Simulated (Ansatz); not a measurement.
CH4Si, SMILES `C[SiH]`, 6 atoms. Charge 0, multiplicity 1. All runs use 2 threads of a server CPU on a shared host. Correlated methods freeze the cores. Open-shell runs search over several starts.

Task: How many basis functions does each run have, and how long does it take in Ansatz? RKS PBE-QIDH (frozen core)/def2-TZVPP energy; UKS r2SCAN-D4/def2-TZVPP energy of the cation; RKS PBE0-D4/def2-TZVPP energy; RKS PBE0-D4/def2-QZVPP energy; RKS r2SCAN0-D4/def2-TZVPP energy; RHF-CCSD(T)/def2-SVP energy; RKS PBE0-D4/def2-SVP energy; UKS B2PLYP (frozen core)/def2-TZVPP energy of the cation; RHF-CCSD(T)/cc-pV(D+d)Z energy; UKS ωB97X-V/def2-TZVPP energy of the cation; RKS ωB97M-V/def2-QZVPP energy; RKS PBE0-D4/def2-TZVP relaxation (8 steps). (Best estimate.)

Result: Ansatz gave: Other jobs shared the machine, so times are rough.

| level | job | functions | wall time | peak host memory (GiB) |
| --- | --- | --- | --- | --- |
| RKS PBE0-D4/def2-SVP | energy | 52 | 0.5 s | 0.11 |
| RHF-CCSD(T)/def2-SVP | energy | 52 | 0.5 s | 0.12 |
| RHF-CCSD(T)/cc-pV(D+d)Z | energy | 57 | 0.65 s | 0.14 |
| RKS PBE0-D4/def2-TZVPP | energy | 129 | 0.9 s | 0.19 |
| RKS PBE-QIDH (frozen core)/def2-TZVPP | energy | 129 | 1.6 s | 0.18 |
| RKS r2SCAN0-D4/def2-TZVPP | energy | 129 | 2 s | 0.2 |
| UKS r2SCAN-D4/def2-TZVPP | energy of the cation | 129 | 2.3 s | 0.19 |
| RKS PBE0-D4/def2-QZVPP | energy | 247 | 2.6 s | 0.49 |
| UKS B2PLYP (frozen core)/def2-TZVPP | energy of the cation | 129 | 3.6 s | 0.26 |
| RKS ωB97M-V/def2-QZVPP | energy | 247 | 5.5 s | 0.6 |
| UKS ωB97X-V/def2-TZVPP | energy of the cation | 129 | 6 s | 0.31 |
| RKS PBE0-D4/def2-TZVP | relaxation (8 steps) | 92 | 9 s | 0.15 |
